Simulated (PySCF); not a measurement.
Run record for `CC1=CCC[CH+]1`: KT3/def2-SVPD, TDA, 6 singlets.

Method: TDA KT3/def2-SVPD, vertical, gas phase, core orbitals frozen in the response (PySCF 2.14.0, density-fitted response routines). Geometry: GFN2-xTB. The input is one job of a driver script: a line of settings, then coordinates in Å.

Command:
```bash
OMP_NUM_THREADS=1 python probes_run.py task.json out
```

Input:
```
{"job": {"kind": "uv", "xc": "KT3", "basis": "def2-SVPD", "nstates": 6, "ntriplets": 2, "tda": true}, "charge": 1, "multiplicity": 1}
C      2.212717    -0.009666     0.065136
C      0.732114    -0.008859     0.014793
C     -0.077931    -0.933187    -0.635660
C     -1.493190    -0.625147    -0.475242
C     -1.509178     0.636091     0.378284
C     -0.102860     0.926451     0.618430
H      2.554825    -0.066696     1.097112
H      2.606451     0.915002    -0.353494
H      2.625501    -0.847818    -0.487300
H      0.284594    -1.781792    -1.194156
H     -1.982649    -0.496396    -1.447973
H     -2.031378    -1.464518    -0.019150
H     -2.011679     1.482840    -0.104118
H     -2.052460     0.512978     1.322894
H      0.240709     1.768706     1.198531
```

Q: What does the run print?

A: 
```
coarse grid: 12096 points
cycle   1  E = -237.4245775048  dE =  7.973e-01  |g| = 3.797e-01  |ddm| = 7.500e+00
cycle   2  E = -237.3885180684  dE =  3.606e-02  |g| = 5.269e-01  |ddm| = 2.030e+00
cycle   3  E = -237.4631498303  dE = -7.463e-02  |g| = 6.804e-02  |ddm| = 9.533e-01
cycle   4  E = -237.4641683452  dE = -1.019e-03  |g| = 3.049e-02  |ddm| = 1.955e-01
cycle   5  E = -237.4643387827  dE = -1.704e-04  |g| = 1.788e-02  |ddm| = 9.208e-02
cycle   6  E = -237.4644332787  dE = -9.450e-05  |g| = 5.211e-03  |ddm| = 4.683e-02
cycle   7  E = -237.4644416405  dE = -8.362e-06  |g| = 5.502e-04  |ddm| = 1.383e-02
final grid: 115600 points
cycle   8  E = -237.4574106249  dE = -9.509e-05  |g| = 3.295e-03  |ddm| = 3.894e-01
cycle   9  E = -237.4574082372  dE =  2.388e-06  |g| = 4.164e-03  |ddm| = 1.897e-02
cycle  10  E = -237.4574126880  dE = -4.451e-06  |g| = 1.453e-03  |ddm| = 1.015e-02
cycle  11  E = -237.4574132208  dE = -5.328e-07  |g| = 6.659e-04  |ddm| = 4.215e-03
cycle  12  E = -237.4574133562  dE = -1.354e-07  |g| = 1.313e-04  |ddm| = 1.735e-03
cycle  13  E = -237.4574133608  dE = -4.516e-09  |g| = 4.007e-05  |ddm| = 3.440e-04
cycle  14  E = -237.4574133612  dE = -4.280e-10  |g| = 9.519e-06  |ddm| = 1.063e-04
converged SCF energy = -237.4574133612

Static polarisability (au): isotropic 64.110, principal 44.252 69.749 78.328

Singlet excitations
state   eV       nm        f      main configurations
  1   4.5704    271.3   0.00192   H-1->L 0.99
  2   4.5791    270.8   0.09871   H->L 0.77, H-5->L 0.19
  3   5.1753    239.6   0.00000   H-2->L 0.91, H-3->L 0.09
  4   5.2902    234.4   0.00000   H-3->L 0.91, H-2->L 0.09
  5   5.9472    208.5   0.00162   H-6->L 0.99
  6   6.2683    197.8   0.16482   H-4->L 0.74, H-5->L 0.17

Triplet excitations (Tamm-Dancoff, eV): 2.5037 4.3837
```

The SCF starts on a coarse grid where the log names one; the energy can jump when the final grid takes over, and dE then counts from the start density on the new grid. H and L stand for HOMO and LUMO; the number after each pair is its weight.

Q: Give the mean polarisability as a volume in Å³, and the ratio of the largest to the smallest principal value.

A: 64.110 au × 0.148185 = 9.50 Å³; 78.328/44.252 = 1.77.

Q: Give S1 in cm⁻¹ and kJ/mol.

A: 4.5704 eV × 8065.54 = 36863 cm⁻¹; × 96.485 = 441.0 kJ/mol.

In short: SCF converged in 14 cycles with 192 basis and 663 fitting functions; HOMO -12.60 eV, LUMO -9.42 eV; lowest singlet 4.57 eV; lowest triplet 2.50 eV (Tamm–Dancoff); mean polarisability 64.1 au.

The run took 18 s on one thread, AMD EPYC 9R14 (x86_64), no GPU, shared host with 64 logical CPUs at a one-minute load of 8.1, and the process peaked at 0.63 GiB of memory.
